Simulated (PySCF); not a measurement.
# Computed NMR parameters against published values

Bonds (- single, = double, # triple, : aromatic): C1-C2 1.529 Å, C2-C3 1.519 Å, C2-C4 1.506 Å, C4=O5 1.180 Å, C4-Cl6 1.797 Å. C1 carries H7, H8, H9; C2 carries H10; C3 carries H11, H12, H13.

What is known from experiment: δ $^{13}$C C2 46.5; C1/C3 19.0; δ $^{1}$H H10 2.97; H7/H8/H9/H11/H12/H13 1.31 ppm (measured; solution, not stated per compound (mostly CDCl3 or CCl4); Pretsch, Buehlmann, Badertscher, Structure Determination of Organic Compounds, 4th ed. (2009)).

PySCF 2.14 calculation with PBE0-D3(BJ)/def2-TZVP geometry and GIAO wB97X-D/pcSseg-2 shieldings; equivalent nuclei averaged, a single conformation, gas phase, non-relativistic.

(1) How close does the calculation come?

(2) How far are the unscaled $^{13}$C shifts from the references?

(3) How far are the unscaled $^{1}$H shifts from the references?

## Answers

(1) 
Reference values: measured (solution, not stated per compound (mostly CDCl3 or CCl4); Pretsch, Buehlmann, Badertscher, Structure Determination of Organic Compounds, 4th ed. (2009)).
| atoms | quantity | reference | computed | computed, scaled |
| --- | --- | --- | --- | --- |
| C2 | δ $^{13}$C | 46.5 | 51.9 | 47.1 |
| C1/C3 | δ $^{13}$C | 19.0 | 21.4 | 18.8 |
| H10 | δ $^{1}$H | 2.97 | 2.81 | 2.79 |
| H7/H8/H9/H11/H12/H13 | δ $^{1}$H | 1.31 | 1.26 | 1.36 |

Computed shifts are σ(ref) − σ with the named reference compound (TMS for H and C) calculated as an isolated molecule at the same level. The measured values may be among those fitted. Shieldings were converted by linear fits to measured shifts (mostly CDCl3, TMS scale, for H and C): $^{13}$C (scatter 2.0 ppm rms, 2.1 ppm with the 3 outliers that the fit left out, with a fitted term for attached Cl); $^{1}$H (scatter 0.16 ppm rms, 0.17 ppm with the 4 outliers that the fit left out). Occasional misses reach two or three times the rms, and more in compound classes unlike the fitted ones.

(2) Mean signed difference +3.90 ppm, mean absolute 3.90 ppm over 2 comparisons; the largest is +5.4 ppm at C2 (sp3 CH α to a carbonyl).

(3) Mean signed difference -0.11 ppm, mean absolute 0.11 ppm over 2 comparisons; the largest is -0.16 ppm at H10 (hydrogen on an sp3 CH α to a carbonyl).
